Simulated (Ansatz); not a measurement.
## Molecular dynamics of BClH2

The input (input.yaml):

```yaml
crystal:
  periodic: [false, false, false]
  atoms:
    - { symbol: B, position_ang: [0.210345, 0.019387, 0.182495] }
    - { symbol: H, position_ang: [0.413719, 0.408728, 1.328863] }
    - { symbol: Cl, position_ang: [1.526692, -0.216166, -0.979679] }
    - { symbol: H, position_ang: [-0.898378, -0.241174, -0.075604] }
basis:
  gaussian: { orbitals: def2-SVP }
hamiltonian:
  xc: cam_b3lyp
  dispersion: d4
md:
  timestep: 0.5
  n_steps: 150
  ensemble: nve
  temperature: 300.0
  initial_velocities: maxwell_boltzmann
  seed: 827752
```

Run as:

```bash
$ ansatz run input.yaml --threads 1 --pin off --max-ram 2048MiB --backend cpu --events-out ev --progress --plain --runs-dir out
```

It goes on from the last frame of an earlier run, with new velocities.

Output, in part (step lines, the closing report, with atoms numbered from 0):

```
md step     0: t =     0.00 fs  T =   300.0 K  F+E_penalty+E_count = -13227.17288660 eV  E_kin = 0.077556 eV  conserved = -13227.09533060 eV  (21 SCF iters)
md step     1: t =     0.50 fs  T =   292.6 K  F+E_penalty+E_count = -13227.17087584 eV  E_kin = 0.075654 eV  conserved = -13227.09522158 eV  (22 SCF iters)
md step     2: t =     1.00 fs  T =   298.4 K  F+E_penalty+E_count = -13227.17232307 eV  E_kin = 0.077148 eV  conserved = -13227.09517481 eV  (22 SCF iters)
md step     3: t =     1.50 fs  T =   320.1 K  F+E_penalty+E_count = -13227.17796501 eV  E_kin = 0.082757 eV  conserved = -13227.09520812 eV  (22 SCF iters)
md step     4: t =     2.00 fs  T =   355.8 K  F+E_penalty+E_count = -13227.18728442 eV  E_kin = 0.091971 eV  conserved = -13227.09531299 eV  (22 SCF iters)
md step     5: t =     2.50 fs  T =   399.1 K  F+E_penalty+E_count = -13227.19863854 eV  E_kin = 0.103180 eV  conserved = -13227.09545832 eV  (22 SCF iters)
md step     6: t =     3.00 fs  T =   441.5 K  F+E_penalty+E_count = -13227.20973541 eV  E_kin = 0.114132 eV  conserved = -13227.09560308 eV  (26 SCF iters)
[... lines left out ...]
Total energy: -13227.19183398 eV, -486.0903341862 hartree
Atom 0 at     0.208050     0.013417     0.198373 Å, force     0.971016     0.465082     0.093857 eV/Å
Atom 1 at     0.430608     0.471161     1.319098 Å, force     0.179404    -0.339500    -0.665099 eV/Å
Atom 2 at     1.527173    -0.216998    -0.982748 Å, force    -0.835085     0.115226     0.852527 eV/Å
Atom 3 at    -0.907585    -0.210335    -0.128197 Å, force    -0.315334    -0.240809    -0.281286 eV/Å
Dipole moment:    -0.088002     0.003603     0.073504 e Å
```

The steps, from the saved trajectory:

```tsv
time (fs)	T (K)	potential energy less start (eV)	conserved less start (meV/atom)
0	300	0.000	0.00
2.5	399	-0.026	-0.03
5	464	-0.043	-0.08
7.5	264	0.009	0.03
10	231	0.018	-0.06
12.5	121	0.046	0.04
15	279	0.005	-0.04
17.5	429	-0.034	-0.05
20	412	-0.029	0.00
22.5	409	-0.028	-0.07
25	215	0.022	0.03
27.5	231	0.018	-0.04
30	225	0.019	-0.01
32.5	259	0.011	0.00
35	359	-0.016	-0.07
37.5	284	0.004	0.03
40	383	-0.022	-0.08
42.5	293	0.002	0.00
45	293	0.002	-0.02
47.5	319	-0.005	-0.07
50	197	0.027	0.03
52.5	289	0.002	-0.07
55	269	0.008	0.01
57.5	375	-0.020	-0.03
60	445	-0.038	-0.07
62.5	311	-0.003	0.01
65	251	0.012	-0.05
67.5	153	0.038	0.04
70	291	0.002	-0.04
72.5	366	-0.017	-0.03
75	373	-0.019	-0.02
```

All steps were run. The conserved energy stayed within 0.11 meV per atom of its start (net change -0.017 meV per atom), so the integration is sound. A run of 0.075 ps of so small a system gives no equilibrium averages.

The same pairs are bonded in the first frame and the last. Pairs count as bonded within 1.25 times the sum of covalent radii (0.12 Å more for H–H).

Last frame:

```xyz
4
Properties=species:S:1:pos:R:3
B 0.208 0.013 0.198
H 0.431 0.471 1.319
Cl 1.527 -0.217 -0.983
H -0.908 -0.210 -0.128
```

Time of the run: 91 s on 1 thread of Arm Neoverse V2 (shared host), peak memory 0.083 GiB.
